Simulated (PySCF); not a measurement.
Atom-mapped SMILES (the numbers label the heavy atoms): `[O:1]=[C:2]([OH:3])[CH2:4][C:5](=[O:6])[OH:7]` (H(Xn): hydrogen on atom n).

Isolated molecule, averaged over atoms made equivalent by symmetry, fast rotation or ring inversion, relativity neglected, one computed conformer. GIAO PBE/pcSseg-2 shieldings; coordinates at the PBE0-D3(BJ)/def2-SVP level; PySCF 2.14.

Shifts are taken against calculated references (same method and geometry level): 13C and 1H against TMS; H2O for 17O.

| atoms | nucleus | count | δ (ppm) |
| --- | --- | --- | --- |
| O1/O6 | 17O | 2 | 426.8 |
| C4 | 13C | 1 | 39.1 |
| O3/O7 | 17O | 2 | 230.2 |
| H(O3)/H(O7) | 1H | 2 | ? |
| H(C4) | 1H | 2 | 3.50 |
| C2/C5 | 13C | 2 | ? |

Estimate the values marked ?.

Results:


- C2/C5: 172.2 ppm, carboxylic acid carbon; it is a carbonyl in resonance with an O or N lone pair, the region of acids, esters and amides
- H(O3)/H(O7): 5.82 ppm, hydrogen on an acid hydroxyl oxygen; labile proton, position sensitive to the medium

The OH or NH signal is concentration- and solvent-dependent in practice; the value given is the gas-phase one. Shifts are as computed, not scaled to solution data. Of 1211 compounds with measured shifts, 218 miss one by over three times the rms of a fit or turn the order of signals round; such compounds aren't used in these exercises. In solution the two oxygens of a carboxylic acid exchange roles by proton transfer and give one 17O line. Hydrogen bonding in solution shields acid and N–H amide carbonyl oxygens by tens of ppm. Hydrogen bonding in solution deshields acid and N–H amide carbonyl carbons by as much as 10 ppm beyond these values. Unscaled 17O shifts of doubly bonded oxygen tend to come out too high, by tens of ppm or more. Experimental scales use liquid or dissolved standards, which lie at an offset from isolated H2O (liquid H2O: subtract about 36 ppm).
